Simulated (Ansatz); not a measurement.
**Scandium, hcp: convergence with Fermi-Dirac smearing**

Computed with Ansatz, PBE, scalar-relativistic PAW, on the relaxed cell (a = 3.319 Å, c = 5.184 Å (c/a = 1.562); spin not included). Errors count from a run at 420 eV on a Γ-centred 18×18×10 mesh with Fermi-Dirac smearing of 0.1 eV, extrapolated to zero width. Fixed here: cutoff 420 eV, mesh 11×11×6. The SCF starts from atomic densities corrected by a trained network.

```
width (eV)  E(σ→0) error (meV/atom)  F error (meV/atom)  P (GPa)  SCF iterations
      0.03                      1.1                -1.7    -0.25               6
       0.1                      0.1               -31.3    -0.03               6
       0.2                     -9.0              -117.7     0.42               6
       0.3                    -18.7              -248.5     1.08               6
       0.6                    -71.0              -900.6     3.95               6
       1.0                   -289.2             -2256.4     8.30               6
```

What does the run at 0.01 give (width)?

E(σ→0) error (meV/atom): 0.9; F error (meV/atom): 0.7; P (GPa): -0.28; SCF iterations: 6.
